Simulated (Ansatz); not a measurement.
Results of PBEsol (Ansatz, a first-principles code, PAW) for hcp Ti.

Run with plane-wave cutoff 500 eV, 20×12×1 k mesh (along the axes of the cell as run), Fermi–Dirac smearing 0.1 eV, scalar-relativistic PAW data made under PBE.

Question: What does this level give for the surface energy of the (10-10) face and work function of the (10-10) face?

Answer: 
* **surface energy of the (10-10) face**: 2.22 J/m²
* **work function of the (10-10) face**: 3.97 eV

The slab of 10 atoms is relaxed and unreconstructed.

Computed values are for the static lattice.
